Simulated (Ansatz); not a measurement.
C4H6O can be A, `C=C/C=C\O`, or B, `C=C=CCO`.

Calculated with Ansatz (gas phase, PBE0-D4/def2-TZVP geometries, no zero-point term in ΔE). CBS: MP2 limit from def2 TZ/QZ plus the TZ coupled-cluster correction, frozen cores. This one scheme is used for every species. Functionals use def2-TZVPP. Each species was taken in one conformer, which may not be the lowest.

Which isomer does CCSD(T)/CBS put lower? Give the gap. (Estimate.)

The calculation gave: A, by 75.2 kJ/mol.

Give E(B) − E(A) in kJ/mol with PBE-D4, MP2/def2-TZVPP, B2PLYP, PBE0-D4, HF/def2-TZVPP, CCSD(T)/def2-TZVPP, CCSD/def2-TZVPP. (Estimate.)

Ansatz gave: PBE-D4 77.8, MP2/def2-TZVPP 78.0, B2PLYP 75.4, PBE0-D4 76.9, HF/def2-TZVPP 71.1, CCSD(T)/def2-TZVPP 74.8, CCSD/def2-TZVPP 72.0. None reverses the order clearly.

Largest T1 diagnostic: 0.012.

In def2-TZVPP, CCSD(T) changes the Hartree–Fock value by +3.6 kJ/mol (the triples alone add +2.8 kJ/mol) and MP2 by +6.9 kJ/mol.
